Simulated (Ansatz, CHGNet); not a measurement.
**How well does each level of theory give the elastic constant C12 of zinc-blende GaP?**

Reference value: 62 GPa (measured, temperature not stated, no zero-point or thermal correction, our sources range from 62.0 to 64.0; as tabulated in Råsander and Moram (2015), arXiv:1505.02379).

Task: What do CHGNet-r²SCAN, LDA, PBE, r²SCAN, r²SCAN0 give, and how far is each from the reference?

Result: 
| level (code) | value (GPa) | cell (Å³/atom) | difference (%) |
|---|---|---|---|
| CHGNet-r²SCAN | 52.5 | 20.32 | -15.3 |
| LDA (Ansatz) | 63.9 | 19.59 | +3.1 |
| PBE (Ansatz) | 52.5 | 20.87 | -15.3 |
| r²SCAN (Ansatz) | 60.5 | 20.25 | -2.4 |
| r²SCAN0 (Ansatz) | 65.8 | 20.05 | +6.1 |

The reference's temperature isn't stated, so close values are not ranked against it.

The measured value isn't corrected to a static lattice, so vibrations enter the comparison.  Each level is taken at its own relaxed cell. Cutoffs and k meshes differ between the levels. Ansatz's density-functional and Hartree–Fock values are scalar-relativistic unless marked +SOC, with PAW data made under PBE.

Machine-learned potentials (CHGNet-r²SCAN) are trained on DFT data: a solid inside that data is no test of them.

Differences are worked out from the printed values.

Ansatz is a quantum-chemistry and plane-wave program.
